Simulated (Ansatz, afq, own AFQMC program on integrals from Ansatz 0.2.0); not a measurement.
Where AFQMC and coupled cluster stand for GeH₃, doublet

```tsv
atom	x (Å)	y (Å)	z (Å)
Ge	1.3405	1.0602	-1.2365
H	1.5466	1.0682	-2.7646
H	0.8873	2.4443	-0.7303
H	2.6163	0.5935	-0.5072
```

Basis def2-SVP. Only valence electrons are correlated. Integrals, coupled cluster, full CI and functionals: Ansatz 0.2.0; the random walks run on the same integrals in our own AFQMC program. ph-AFQMC/CISD is guided by a CISD state made of CCSD amplitudes; releasing the constraint for a short imaginary time cuts its bias at the price of noise, slowly where states lie close. Error bars are statistical, one sigma. No spin–orbit coupling.

Determinant: UHF, the one that the program's search chose, which needn't be the lowest solution. The geometry is a PBE0/def2-SVP stationary point of this or a neighbouring charge and spin state.

No full CI on the walks' own integrals is used here; CCSDTQ serves as the reference and is uncertain by about the last step of the cluster series.

Cautions: no relativity below Rb; no spin-orbit coupling; inner d shell frozen.

* T1 diagnostic: 0.0109
* weight of the determinant in the CISD state: 0.932
* ⟨S²⟩ of the determinant: 0.754
* size of the correlated space: 7 electrons in 33 orbitals

| level | correlation energy (eV) |
| --- | --- |
| MP2 | -2.4837 |
| CCSD | -3.1628 |
| CCSD(T) | -3.2222 |

Question: Estimate where phaseless AFQMC with a CISD trial lies against CCSD(T) on the same integrals.

Answer: 0.36 ± 0.02 kcal/mol below CCSD(T).

Reference: CCSDTQ, correlation energy -3.239 eV. The released energy is read at 2.40 1/Eh (meV from the phaseless value at times in 1/Eh: 0.6 ± 0.9 at 0.24, -0.2 ± 0.9 at 0.51, -1.7 ± 0.7 at 0.99, -2.6 ± 0.9 at 1.62, -2.1 ± 0.7 at 2.40).

```tsv
level	E − E(reference) (kcal/mol)	share of correlation (%)
CCSD(T)	0.39	99.47
CCSDT	0.03	99.96
CCSDT(Q)	0.01	99.99
ph-AFQMC/CISD	0.03 ± 0.02	99.96
released AFQMC	-0.02 ± 0.02	100.03
```

CCSDT and higher add their correlation energy to the determinant of the CCSD(T) run, since their own runs factorise the integrals more tightly (a shift of under 2 meV). Released energies are given only where the last usable release times agree within the noise; a slower fall can still hide under it.
